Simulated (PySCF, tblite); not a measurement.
# C4H6NO radical: geometry, infrared bands and EPR parameters

Wanted: the infrared bands and EPR parameters of C4H6NO radical (`[H]/N=[C]/CC(C)=O`), by calculation.

Computed with tblite 0.8.0 and PySCF 2.14.0, with density-fitted response routines of our own, on a single molecule in the gas phase. Atoms count from 0, in the outputs and in this text.

### 1 Starting geometry

12 atoms, charge 0, multiplicity 2; geometry from: force field or distance geometry start.

Bonds of the start (Å): C0–C1 1.46, C1–O2 1.24, C1–C3 1.48, C3–C4 1.47, C4–N5 1.28, C0–H6 1.13, C0–H7 1.12, C0–H8 1.11, C3–H9 1.10, C3–H10 1.13, N5–H11 1.05.

### 2 Geometry optimisation with GFN2-xTB

The job: settings as JSON, then the geometry in Å.

```
{"job": {"kind": "relax", "xc": "GFN2-xTB", "basis": "xTB"}, "charge": 0, "multiplicity": 2}
C     -1.640800     0.260600    -0.030000
C     -0.470000    -0.485800     0.420300
O     -0.329400    -0.934700     1.566600
C      0.627700    -0.716800    -0.544400
C      1.784700     0.166800    -0.344500
N      1.886400     1.018800     0.601300
H     -1.729900     1.179500     0.623200
H     -2.593800    -0.312000     0.055300
H     -1.467000     0.566500    -1.081700
H      0.217000    -0.594700    -1.559600
H      0.991100    -1.785700    -0.439800
H      2.725200     1.636700     0.707200
```

On the command line:

```
> OMP_NUM_THREADS=1 python probes_run.py task.json out
```

This one command runs all jobs of the session in turn.

**Question.** This job is followed by: GFN2-xTB harmonic vibrations, gas phase; UKS B3LYP, pcH-1 on C H N O, non-relativistic, mean-field spin-orbit, GIAO. What will the session give for the following? strongest single infrared mode (GFN2-xTB); zero-point energy (GFN2-xTB); g(iso) (B3LYP); ⟨S²⟩; largest a(iso) (averaged by class); surface potential, 1st and 99th percentile.

As calculated:

| quantity | value |
| --- | --- |
| strongest single infrared mode (GFN2-xTB) | 1738 cm⁻¹, 708 km/mol |
| zero-point energy (GFN2-xTB) | 57.1 kcal/mol |
| g(iso) (B3LYP) | 2.00150 |
| ⟨S²⟩ | 0.754 (exact 0.75) |
| largest a(iso) (averaged by class) | 13C on C4, 244.0 MHz |
| surface potential, 1st and 99th percentile | -1.68 V and 1.91 V |

What this shows: Relaxing lowered the energy by 0.481 eV in 115 steps; the close pair that moved most is C1–C3, from 1.480 to 1.528 Å. All 30 modes are real, so the xTB geometry is a minimum. The strongest single mode, at 1738 cm⁻¹, moves mainly C1 and O2. GFN2-xTB is a fitted tight-binding method: band positions and strengths are rough. Its intensities can rank the bands wrongly. C4 carries the largest spin population, 0.72 e. The isotropic g lies 0.8 ppt below the free-electron value.
